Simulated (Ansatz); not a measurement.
# AlClH4S: the cost of one run

Program: Ansatz 0.2.0. Level of theory: RKS PBE0-D4/def2-SVP. These are calculated values, not measurements.

### Step 1. Starting point

Bond lengths: Al1–Cl2 2.580 Å, Al1–H3 1.560 Å, Al1–H4 1.560 Å, Al1–S5 2.560 Å, S5–H6 1.400 Å, Cl2–H7 1.547 Å, S5–H7 1.592 Å. Angles: Al1–Cl2–H7 70.8°, Cl2–Al1–H3 120.0°, Cl2–Al1–H4 120.0°, Cl2–Al1–S5 71.6°, H3–Al1–H4 120.0°, H3–Al1–S5 97.0°, H4–Al1–S5 101.2°, Al1–S5–H6 109.5°, Al1–S5–H7 70.9°, H6–S5–H7 145.2°, Cl2–H7–S5 146.7°.

As a file:

```xyz
7

Al    0.0000    0.0000    0.0000
Cl    0.0000    0.0000    2.5800
H     1.3510    0.0000   -0.7800
H    -1.3510    0.0000   -0.7800
S     0.1070   -2.4270    0.8072
H    -0.6505   -3.2374   -0.0469
H     0.0643   -1.4595    2.0709
```

### Step 2. Pulling towards end A

Springs on the bonds that form and break draw the guess towards this end; the thresholds are loose.

input.yaml

```yaml
crystal:
  periodic: [false, false, false]
  atoms:
    - { symbol: Al, position_ang: [0.0, 0.0, 0.0] }
    - { symbol: Cl, position_ang: [0.0, 0.0, 2.58] }
    - { symbol: H, position_ang: [1.351, 0.0, -0.78] }
    - { symbol: H, position_ang: [-1.351, 0.0, -0.78] }
    - { symbol: S, position_ang: [0.107, -2.427, 0.8072] }
    - { symbol: H, position_ang: [-0.6505, -3.2374, -0.0469] }
    - { symbol: H, position_ang: [0.0643, -1.4595, 2.0709] }
basis:
  gaussian: { orbitals: def2-SVP }
hamiltonian:
  xc: pbe0
  dispersion: d4
relax:
  f_tol: 0.15
  max_steps: 25
  restrain:
    - { distance: [0, 4], at: 3.46, k: 30.0 }
    - { distance: [6, 1], at: 2.57, k: 30.0 }
    - { distance: [0, 1], at: 2.23, k: 30.0 }
    - { distance: [6, 4], at: 1.4, k: 30.0 }
```

Started as:

```
ansatz run input.yaml --threads 1 --pin off --max-ram 2048MiB --backend cpu --events-out ev --progress --plain --runs-dir out
```

**Question.** How long does this run take on 1 thread of AMD EPYC 9R45 (Zen 5), shared host, and how much memory does it need?

About 10 s, with a peak of 0.15 GiB.
